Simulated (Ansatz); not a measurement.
`N=C=CCF` + CH₃NH₂ → `CNCC=C=N` + H–F  (substitution at a C–F bond)

Computed with Ansatz on PBE0-D4/def2-TZVP structures; ΔE is electronic, products minus reactants. CBS: MP2 limit from def2 TZ/QZ plus the TZ coupled-cluster correction, frozen cores. This one scheme is used for every species. Functionals use def2-TZVPP. B3LYP here is the variant with VWN-RPA as its local correlation; programs differ in this. One conformer a species, not always the lowest.

| level | ΔE (kcal/mol) | difference from CCSD(T)/CBS |
| --- | --- | --- |
| PBE-D4 | -7.0 | 1.7 |
| r2SCAN-D4 | -6.0 | 2.7 |
| PBE0-D4 | -7.2 | 1.5 |
| B3LYP-D4 | -5.6 | 3.1 |
| ωB97X-V | -5.3 | 3.4 |
| ωB97M-V | -5.9 | 2.8 |
| B2PLYP | -5.4 | 3.3 |
| PBE | -5.3 | 3.4 |
| r2SCAN | -5.5 | 3.2 |
| PBE0 | -5.7 | 3.0 |
| B3LYP | -3.0 | 5.7 |
| HF/def2-TZVPP | -1.2 | 7.5 |
| MP2/def2-TZVPP | -10.4 | -1.7 |
| SCS-MP2/def2-TZVPP | -7.9 | 0.8 |
| CCSD/def2-TZVPP | -6.9 | 1.8 |
| CCSD(T)/def2-TZVPP | -7.9 | 0.8 |
| HF/def2-QZVPP | -1.3 | 7.4 |
| MP2/def2-QZVPP | -10.9 | -2.2 |
| SCS-MP2/def2-QZVPP | -8.4 | 0.3 |
| HF/CBS(def2) | -1.3 | 7.4 |
| MP2/CBS(def2) | -11.2 | -2.5 |
| CCSD/CBS(def2) | -7.7 | 1.0 |
| CCSD(T)/CBS | -8.7 | 0 |

Largest T1 diagnostic among the species: 0.013.

The D4 term adds −2.6 kcal/mol with B3LYP and −1.5 kcal/mol with PBE0; it sums over pairs of atoms, weighted by their polarisabilities, and B3LYP, whose exchange is more repulsive, gets the larger term. In def2-TZVPP, CCSD(T) changes the Hartree–Fock value by −6.7 kcal/mol (the triples alone add −1.0 kcal/mol) and MP2 by −9.2 kcal/mol.
